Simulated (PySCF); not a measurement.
Bonds (- single, = double, # triple, : aromatic): C1=C2 1.309 Å, C2=C3 1.310 Å, C3-C4 1.500 Å. C1 carries H5, H6; C3 carries H7; C4 carries H8, H9, H10.

All values are calculated (PySCF): PBE0-D3(BJ)/def2-SVP geometry, J couplings at B3LYP/pcJ-1 (without the spin–dipole term), PBE0/pcSseg-1 with gauge-including orbitals. Gas phase, rapidly exchanging positions averaged, one computed conformer, non-relativistic.

Task: List the cross peaks expected in HSQC, COSY and HMBC spectra.

Result: 

HSQC (one-bond C–H):
```tsv
δH	δC	¹J(C,H) (Hz)
5.23 (H7)	91.2 (C3)	168
4.89 (H5/H6)	78.8 (C1)	179
1.71 (H8/H9/H10)	16.8 (C4)	136
```

COSY cross peaks (|J| ≥ 2 Hz):
```tsv
δH	δH	abs. J (Hz)	bonds
5.23 (H7)	4.89 (H5/H6)	8.7	4
5.23 (H7)	1.71 (H8/H9/H10)	8.4	3
4.89 (H5/H6)	1.71 (H8/H9/H10)	4.6	5
```

HMBC (two and three bonds, |J| ≥ 2.5 Hz):
```tsv
δH	δC [abs. J in Hz]
5.23 (H7)	224.0 (C2) [3.1], 78.8 (C1) [7.8]
4.89 (H5/H6)	224.0 (C2) [4.1], 91.2 (C3) [8.7]
1.71 (H8/H9/H10)	224.0 (C2) [7.0], 91.2 (C3) [6.7]
```

References, each an isolated molecule treated in the same way: ¹H (σref 31.27) and ¹³C (σref 184.41) vs TMS.

Unscaled 3J(H,H) at this level run about 10 % above measured values. Shifts are as computed. Against solution values, carbons near 30 ppm lie about +2 ppm off and those near 130 ppm about +5 ppm. Of 1211 compounds with measured shifts, 218 miss one by over three times the rms of a fit or turn the order of signals round; such compounds aren't used in these exercises.
